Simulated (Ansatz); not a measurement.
# CH₂BN (SMILES B1=CN1): single points off equilibrium

Aim: energy, forces and dipole at a structure displaced at random from a GFN2-xTB minimum, from CCSD(T) and from density functionals.

Method: single points in def2-TZVPP; program: Ansatz 0.2.0, Gaussian basis.

Correlated methods freeze the cores.

## (1) Starting geometry

SMILES `B1=CN1`, 5 atoms, charge 0, spin multiplicity 1.

Atoms are counted from 1 here; the program's logs count them from 0.

Bond lengths: B1–C2 1.525 Å, B1–N3 1.701 Å, C2–N3 1.064 Å, C2–H4 1.030 Å, N3–H5 0.882 Å. Angles: C2–B1–N3 38.0°, B1–C2–N3 79.9°, B1–C2–H4 159.2°, N3–C2–H4 113.9°, B1–N3–C2 62.0°, B1–N3–H5 142.6°, C2–N3–H5 154.0°.

As a file:

```xyz
5
charge 0, multiplicity 1
B    -0.8090    1.2117   -0.4109
C    -0.5026   -0.2261   -0.0040
N     0.4662    0.2044    0.0903
H    -0.5005   -1.2557   -0.0335
H     1.3034    0.2195    0.3672
```

## (2) CCSD(T)/def2-TZVPP

File run/in.yaml:

```yaml
crystal:
  periodic: [false, false, false]
  atoms:
    - {symbol: B, position_ang: [-0.809000, 1.211700, -0.410900]}
    - {symbol: C, position_ang: [-0.502600, -0.226100, -0.004000]}
    - {symbol: N, position_ang: [0.466200, 0.204400, 0.090300]}
    - {symbol: H, position_ang: [-0.500500, -1.255700, -0.033500]}
    - {symbol: H, position_ang: [1.303400, 0.219500, 0.367200]}
basis:
  gaussian: {orbitals: def2-TZVPP}
correlation: {method: ccsd_t}
output: {forces: true}
```

The command line of these runs was not kept.

## (3) PBE0-D4/def2-TZVPP

run/in.yaml: that of step 2 with these lines changed.

```diff
@@ -10,3 +10,3 @@
   gaussian: {orbitals: def2-TZVPP}
-correlation: {method: ccsd_t}
-output: {forces: true}
+hamiltonian: {xc: pbe0, dispersion: d4}
+output: {forces: true, orbitals: {seedname: orbitals}}
```

## (4) wB97M-V/def2-TZVPP

run/in.yaml: that of step 3 with these lines changed.

```diff
@@ -10,3 +10,3 @@
   gaussian: {orbitals: def2-TZVPP}
-hamiltonian: {xc: pbe0, dispersion: d4}
-output: {forces: true, orbitals: {seedname: orbitals}}
+hamiltonian: {xc: {name: wB97M-V}}
+output: {forces: true}
```

## (5) r2SCAN-D4/def2-TZVPP

run/in.yaml: that of step 4 with these lines changed.

```diff
@@ -10,3 +10,3 @@
   gaussian: {orbitals: def2-TZVPP}
-hamiltonian: {xc: {name: wB97M-V}}
+hamiltonian: {xc: r2scan, dispersion: d4}
 output: {forces: true}
```

## (6) PBE-D4/def2-TZVPP

run/in.yaml: that of step 5 with these lines changed.

```diff
@@ -10,3 +10,3 @@
   gaussian: {orbitals: def2-TZVPP}
-hamiltonian: {xc: r2scan, dispersion: d4}
+hamiltonian: {xc: pbe, dispersion: d4}
 output: {forces: true}
```

## (7) CAM-B3LYP-D4/def2-TZVPP

run/in.yaml: that of step 6 with these lines changed.

```diff
@@ -10,3 +10,3 @@
   gaussian: {orbitals: def2-TZVPP}
-hamiltonian: {xc: pbe, dispersion: d4}
+hamiltonian: {xc: {name: CAM-B3LYP}, dispersion: d4}
 output: {forces: true}
```

## (8) wB97X-V/def2-TZVPP

run/in.yaml: that of step 7 with these lines changed.

```diff
@@ -10,3 +10,3 @@
   gaussian: {orbitals: def2-TZVPP}
-hamiltonian: {xc: {name: CAM-B3LYP}, dispersion: d4}
+hamiltonian: {xc: {name: wB97X-V}}
 output: {forces: true}
```

(Steps that only read results are left out.)

**Question.** What will these runs give? Wanted: energy less free atoms, CCSD(T)/def2-TZVPP; RMS force component; RMS force error; HOMO and LUMO, PBE0-D4; T1 diagnostic.

**Answer**, as computed:

| quantity | value |
| --- | --- |
| energy less free atoms, CCSD(T)/def2-TZVPP | -13.832 eV |
| RMS force component | 8.590 to 9.077 eV/Å over the methods |
| RMS force error | PBE0-D4 0.420, wB97M-V 0.335, r2SCAN-D4 0.396, PBE-D4 0.314, CAM-B3LYP-D4 0.558, wB97X-V 0.257 eV/Å |
| HOMO and LUMO, PBE0-D4 | -5.68 and -1.40 eV |
| T1 diagnostic | 0.013 |

What this shows: Against CCSD(T) the functionals' energies less atoms differ by -1.644 to -0.864 eV, PBE-D4 by -1.644 eV. CCSD(T) in triple zeta still lacks some correlation energy of the bonds, so part of these gaps is its own basis error and they don't rank the functionals. For forces wB97X-V does best and CAM-B3LYP-D4 worst. The restricted Hartree–Fock reference is unstable towards an unrestricted one at one or more of these structures.
